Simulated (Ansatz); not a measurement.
# Scan of InH₂⁺, triplet

Starting geometry (PBE0/def2-TZVP stationary point for this spin, not checked as a minimum):

```xyz
3

In    0.0000    0.0000   -0.0276
H     0.0000    1.1433    1.5722
H     0.0000   -1.1433    1.5722
```

From there all distances are scaled together; atoms are numbered as listed. Energies are in kcal/mol, counted from the starting geometry at the same level.

Basis def2-TZVPP with its core potentials; Ansatz 0.2.0. Only valence electrons are correlated (noble-gas cores and the filled d shells of p-block atoms frozen). R marks a restricted (for open shells ROHF) determinant, U an unrestricted one. No spin–orbit coupling is included; scalar relativity enters through the core potentials alone.

The frozen core of the U runs drifts against the reference's along the scan: U less R at the highest common level changes by 37 meV, which enters the U errors.

Full CI is exact within this basis and frozen core; it isn't the basis-set limit. The frozen core follows each run's orbitals, which can shift R against U totals by a few meV for light atoms and by up to 0.1 eV past Ca.

```json
{"scale of all distances": "0.870", "full CI": "9.4", "unpaired electrons (full CI)": "2.02", "error RHF": "-1.4", "error UHF": "1.1", "error RCCSD": "-0.2", "error RCCSDT": "-0.2", "error UCCSDT": "-0.5", "error UCCSDT(Q)": "-0.5"}
{"scale of all distances": "1.000", "full CI": "0.0", "unpaired electrons (full CI)": "2.03", "error RHF": "0.0", "error UHF": "0.0", "error RCCSD": "0.0", "error RCCSDT": "0.0", "error UCCSDT": "0.0", "error UCCSDT(Q)": "0.0"}
{"scale of all distances": "1.128", "full CI": "2.7", "unpaired electrons (full CI)": "2.04", "error RHF": "-6.2", "error UHF": "-3.0", "error RCCSD": "-0.2", "error RCCSDT": "0.0", "error UCCSDT": "0.2", "error UCCSDT(Q)": "0.2"}
{"scale of all distances": "1.282", "full CI": "6.3", "unpaired electrons (full CI)": "2.04", "error RHF": "-14.0", "error UHF": "-6.3", "error RCCSD": "-0.5", "error RCCSDT": "0.0", "error UCCSDT": "0.4", "error UCCSDT(Q)": "0.5"}
{"scale of all distances": "1.480", "full CI": "8.0", "unpaired electrons (full CI)": "2.04", "error RHF": "-18.3", "error UHF": "-8.4", "error RCCSD": "-0.7", "error RCCSDT": "0.0", "error UCCSDT": "0.5", "error UCCSDT(Q)": "0.6"}
{"scale of all distances": "1.735", "full CI": "8.8", "unpaired electrons (full CI)": "2.04", "error RHF": "-19.8", "error UHF": "-9.5", "error RCCSD": "-0.8", "error RCCSDT": "0.0", "error UCCSDT": "0.6", "error UCCSDT(Q)": "0.6"}
{"scale of all distances": "2.007", "full CI": "9.5", "unpaired electrons (full CI)": "2.04", "error RHF": "-20.3", "error UHF": "-9.9", "error RCCSD": "-0.8", "error RCCSDT": "0.0", "error UCCSDT": "0.6", "error UCCSDT(Q)": "0.6"}
{"scale of all distances": "2.367", "full CI": "10.0", "unpaired electrons (full CI)": "2.04", "error RHF": "-20.5", "error UHF": "-10.1", "error RCCSD": "-0.9", "error RCCSDT": "0.0", "error UCCSDT": "0.6", "error UCCSDT(Q)": "0.6"}
```

Unpaired electrons are Σ n²(2−n)² over natural occupations. Errors are those of relative energies. In total energy the starting point itself misses full CI by: RHF 41.2, UHF 30.8, RCCSD 0.9, RCCSDT 0.0, UCCSDT -0.6, UCCSDT(Q) -0.6 kcal/mol.

Spread of the error over the points with a reference, to 2.367 (largest less smallest): RCCSDT 0.2, RCCSD 0.9, UCCSDT 1.1, UCCSDT(Q) 1.1, UHF 11.2, RHF 20.5 kcal/mol.

Going outwards, the relative energy of RHF first misses by more than 1.0 kcal/mol at 1.128.
